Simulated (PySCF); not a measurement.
Start geometry of `C=C[PH+](C)C` from GFN2-xTB (Å):
```
atom  x, y, z in Å
C1     2.4707   -0.1478   -0.2935
C2     1.3366   -0.2381    0.3870
P3    -0.2678    0.1210   -0.3261
C4    -1.0630    1.4915    0.5387
C5    -1.3290   -1.3388   -0.2881
H6     2.5021    0.1500   -1.3300
H7     3.4189   -0.3716    0.1672
H8     1.3120   -0.5381    1.4286
H9    -0.0709    0.4861   -1.6412
H10   -0.4355    2.3813    0.4878
H11   -2.0320    1.7051    0.0869
H12   -1.2094    1.2200    1.5856
H13   -1.4774   -1.6493    0.7476
H14   -0.8629   -2.1556   -0.8392
H15   -2.2969   -1.1076   -0.7331
```

Question: What comes out of this run: PBE0-D3(BJ)/def2-SVP geometry optimisation, gas phase (PySCF 2.14.0)?

Answer: 
```
atom  x, y, z in Å
C1     2.488   -0.134   -0.159
C2     1.354   -0.241    0.541
P3    -0.243    0.101   -0.169
C4    -1.051    1.476    0.661
C5    -1.299   -1.354   -0.148
H6     2.511    0.168   -1.212
H7     3.452   -0.351    0.310
H8     1.357   -0.545    1.595
H9    -0.018    0.466   -1.513
H10   -0.412    2.369    0.599
H11   -2.021    1.682    0.186
H12   -1.211    1.217    1.718
H13   -1.460   -1.670    0.894
H14   -0.813   -2.169   -0.704
H15   -2.270   -1.118   -0.609
```

The energy falls by 1.00 kcal/mol over 5 energy and gradient evaluations, the largest force component goes from 0.0188 to 6.1e-05 Eh/bohr, and the atoms move by 0.021 Å rms after alignment. The bond that changes most is P3–H9 (phosphonium phosphorus to P–H hydrogen), which lengthens by 0.032 Å. Bonds longer at the end by more than 0.005 Å: 11 of 14; shorter: 3. Rotational constants go from 5635, 2768, 2118 to 5651, 2775, 2125 MHz. The orientation of the end geometry is arbitrary; only internal coordinates are fixed.

The run used 124 basis functions and 31 SCF cycles in all. On one thread, Arm Neoverse V1 (aarch64), shared host with 32 logical CPUs at a one-minute load of 27, this took 23 s and 0.55 GiB of memory at its peak.

No PBE0-D3(BJ)/def2-SVP frequencies stand behind this structure, so it isn't proved a minimum.

One conformer stands for the species.
